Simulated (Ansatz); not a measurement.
The input, for Ansatz 0.2.0:

```yaml
crystal:
  periodic: [false, false, false]
  atoms:
    - {symbol: C, position_ang: [0.000000, -1.003813, 1.529108]}
    - {symbol: Ge, position_ang: [0.000000, 0.345191, 0.093628]}
    - {symbol: F, position_ang: [0.000000, -0.685225, -1.324681]}
basis:
  gaussian: {orbitals: cc-pVDZ}
total_charge: 1
magnetization: {spin_polarized: true, initial_magnetization: 4}
correlation: {method: mp2, electrons: outside_noble_gas}
output: {forces: true}
```

```sh
$ ansatz run in.yaml --threads 1 --pin off --events-out ev --progress --plain --max-ram 2393MiB
```

Output:

```
592 factors; integrals over basis functions are off by at most 7.1e-4 eV
mean field evaluation 1: about -60189.4744 eV, gradient 3.8e1 eV
mean field evaluation 2: about -60189.5538 eV, gradient 3.8e1 eV
mean field evaluation 4: about -60195.5936 eV, gradient 3.9e0 eV
mean field evaluation 8: about -60196.0438 eV, gradient 7.8e-1 eV
mean field evaluation 16: about -60196.0830 eV, gradient 1.1e-6 eV
mean field evaluation 32: about -60191.1651 eV, gradient 2.2e-6 eV
mean field evaluation 64: about -60188.6441 eV, gradient 1.4e1 eV
mean field -60196.08301799 eV, -2212.1652485404 hartree, gradient 6.0e-6 eV, S^2 6.018714; 3 other end points of the search recorded, 0 dependent functions left out
16 core orbitals not correlated: weight in the atoms' cores, before any rotation towards them, 0.981 or more for the frozen orbitals, at most 0.022 for the correlated occupied ones
reference -60196.08301799 eV, -2212.1652485404 hartree; 9, 5 occupied and 30, 34 virtual orbitals, 592 factors
second order -8.00720820 eV of doubles, -0.00000000 eV of singles
the calculation of the forces begins
Total energy: -60204.09022619 eV, -2212.4595080145 hartree
Atom 0 at     0.000000    -1.003813     1.529108 Å, force     0.000000     1.760563    -1.101291 eV/Å
Atom 1 at     0.000000     0.345191     0.093628 Å, force    -0.000000    -2.916925     0.520484 eV/Å
Atom 2 at     0.000000    -0.685225    -1.324681 Å, force    -0.000000     1.156362     0.580807 eV/Å
Dipole moment:     0.000000     0.507453     0.458312 e Å
```

Forces (eV/Å):
```
C    0.000  1.761 -1.101
Ge   0.000 -2.917  0.520
F    0.000  1.156  0.581
```

Ran on 1 thread of AMD EPYC 9R14, shared host: 2.6 s wall, 0.14 GiB peak host memory.
